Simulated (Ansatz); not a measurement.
**SiH₅ (doublet): wave-function methods side by side at distance H1–H2 along a hydrogen transfer = 0.888 Å, cc-pVTZ**

One table from this session's results is given with a row withheld; the runs are named, their logs left out.

Method: cc-pVTZ, core rule «outside noble gas», up to 5 orbitals frozen; program: Ansatz 0.2.0, Gaussian basis.

To be run: UHF; CCSD(T) on ROHF; CCSD(T) on UHF; BCCD(T) on ROHF; CISD; CCSDT(Q) on ROHF; CCSDT(Q) on UHF; CASSCF and NEVPT2, 3 electrons in 3 orbitals; CASSCF and NEVPT2, 9 electrons in 9 orbitals.

## The geometry

The geometry derives from fragments relaxed apart (PBE0/def2-TZVP) and kept rigid, so it is no stationary point. A hydrogen atom is moved between rigid fragments.

6 atoms, charge 0, spin multiplicity 2.

Atoms are counted from 1 here; the program's logs count them from 0.

Bond lengths: H2–Si3 1.630 Å, Si3–H4 1.486 Å, Si3–H5 1.486 Å, Si3–H6 1.486 Å. Angles: H2–Si3–H4 107.6°, H2–Si3–H5 107.6°, H2–Si3–H6 107.6°, H4–Si3–H5 111.3°, H4–Si3–H6 111.3°, H5–Si3–H6 111.3°.

The first run:

File in.yaml:

```yaml
crystal:
  periodic: [false, false, false]
  atoms:
    - {symbol: H, position_ang: [-2.432860, 0.000000, -0.000002]}
    - {symbol: H, position_ang: [-1.544860, 0.000000, -0.000001]}
    - {symbol: Si, position_ang: [0.085140, 0.000000, 0.000000]}
    - {symbol: H, position_ang: [0.535114, -1.416253, 0.000001]}
    - {symbol: H, position_ang: [0.535115, 0.708126, -1.226511]}
    - {symbol: H, position_ang: [0.535113, 0.708127, 1.226511]}
basis:
  gaussian: {orbitals: cc-pVTZ}
magnetization: {spin_polarized: true, initial_magnetization: 1}
hamiltonian: {xc: hf}
output: {orbitals: {seedname: orbitals}}
```

On the command line:

```sh
$ ansatz run in.yaml --threads 1 --pin off --events-out ev --progress --plain --max-ram 5120MiB --backend cpu
```

Steps of the session up to this table: UHF; CCSD(T) on ROHF; CCSD(T) on UHF; BCCD(T) on ROHF; CISD; CCSDT(Q) on ROHF; CCSDT(Q) on UHF; CASSCF and NEVPT2, 3 electrons in 3 orbitals; CASSCF and NEVPT2, 9 electrons in 9 orbitals.

One of the session's tables, all rows but one given; the rest of the session is left out.

It belongs to the step «Misses and costs». 

| method | from UCCSDT(Q) (kcal/mol) |
| --- | --- |
| ROHF | +127.87 |
| UHF | +123.52 |
| RMP2 | +24.50 |
| UMP2 | +25.10 |
| CISD | +11.33 |
| RCCSD | +3.76 |
| UCCSD | +3.67 |
| RCCSD(T) | +0.67 |
| UCCSD(T) | ? |
| BCCD(T) | +0.67 |
| RCCSDT | +0.10 |
| UCCSDT | +0.09 |
| RCCSDT(Q) | +0.02 |
| UCCSDT(Q) | 0 |
| CASSCF pair | +114.82 |
| NEVPT2 pair | +24.95 |
| CASSCF valence | +87.37 |
| NEVPT2 valence | +25.98 |

Estimate the missing values for UCCSD(T).

As computed: from UCCSDT(Q) (kcal/mol): +0.69. In the column «from UCCSDT(Q) (kcal/mol)» it lies between BCCD(T) (+0.67) and UCCSD (+3.67).

To keep in mind: Restricted and unrestricted rows rest on different reference determinants; where their highest levels disagree by more than a few hundredths of an eV, they describe different states and don't form one ladder.
